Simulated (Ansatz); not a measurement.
Cost and result for the atomization energy of `C=C(O)OCF` (11 atoms, 10 bonds).

```xyz
11

C     1.299    0.640    0.360
C     0.667   -0.084   -0.561
O     1.257   -0.503   -1.689
O    -0.616   -0.505   -0.524
C    -1.371   -0.140    0.592
F    -2.603   -0.660    0.397
H     0.811    0.969    1.264
H     2.331    0.907    0.197
H     0.611   -1.002   -2.199
H    -0.939   -0.572    1.502
H    -1.447    0.950    0.661
```

The species carries charge 0 and has multiplicity 1. The structure was optimised at the PBE0-D4/def2-TZVP level. It is one conformer, not always the lowest. Program: Ansatz. All runs use 4 threads of an Intel Xeon Platinum 8488C on a shared host. Times are those of one run each, without the atoms' runs, and a repeat can differ threefold. Electronic energies, without spin–orbit coupling; frozen cores. CCSD(T)/CBS adds CCSD(T) − MP2 in def2-TZVPP to the MP2 limit, and its time is that of the two runs behind it. T1 = 0.012. B3LYP takes the VWN-RPA correlation (the form of Gaussian; ORCA's B3LYP/G).

CCSD(T)/CBS is a level of theory with its own doubt, some kJ/mol a heavy atom from the limit and from the frozen cores, so smaller differences don't rank the functionals.

| level | functions | wall time |
| --- | --- | --- |
| PBE0-D4/def2-TZVPP | 256 | 2.1 s |
| PBE-D4/def2-TZVPP (with forces) | 256 | 2.5 s |
| r2SCAN-D4/def2-TZVPP (with forces) | 256 | 3 s |
| B3LYP-D4/def2-TZVPP (with forces) | 256 | 3.3 s |
| B2PLYP/def2-TZVPP | 256 | 4.2 s |
| ωB97X-V/def2-TZVPP | 256 | 6 s |
| ωB97M-V/def2-TZVPP (with forces) | 256 | 6.5 s |
| MP2/def2-QZVPP | 492 | 20 s |
| CCSD(T)/def2-TZVPP | 256 | 2.4 min |
| CCSD(T)/CBS(def2) | – | 2.7 min |

(1) What atomization energy does each give, and how far from CCSD(T)/CBS? (An estimate is asked.)

Answers

(1) Computed: 
```
                             level  atomization (kcal/mol)  difference from CCSD(T)/CBS  per bond
                PBE0-D4/def2-TZVPP                  1078.1                          7.3       0.7
   PBE-D4/def2-TZVPP (with forces)                  1111.3                         40.5       4.0
r2SCAN-D4/def2-TZVPP (with forces)                  1077.4                          6.6       0.7
 B3LYP-D4/def2-TZVPP (with forces)                  1069.7                         -1.1      -0.1
                 B2PLYP/def2-TZVPP                  1060.4                        -10.4      -1.0
                ωB97X-V/def2-TZVPP                  1072.9                          2.1       0.2
  ωB97M-V/def2-TZVPP (with forces)                  1075.5                          4.7       0.5
                    MP2/def2-QZVPP                  1090.0                         19.2       1.9
                CCSD(T)/def2-TZVPP                  1041.4                        -29.4      -2.9
                 CCSD(T)/CBS(def2)                  1070.8                          0.0       0.0
```

The D4 term adds +7.0 kcal/mol with B3LYP and +3.7 kcal/mol with PBE0; it sums over pairs of atoms, weighted by their polarisabilities, and B3LYP, whose exchange is more repulsive, gets the larger term. In def2-TZVPP, CCSD(T) changes the Hartree–Fock value by +298.8 kcal/mol (the triples alone add +20.3 kcal/mol) and MP2 by +330.1 kcal/mol; breaking electron pairs costs correlation energy, which Hartree–Fock lacks. From PBE to PBE0 (25 % exact exchange), in def2-TZVPP and without D4, the atomization energy moves by −32.5 kcal/mol: exact exchange takes away binding that semilocal exchange gives to molecules.
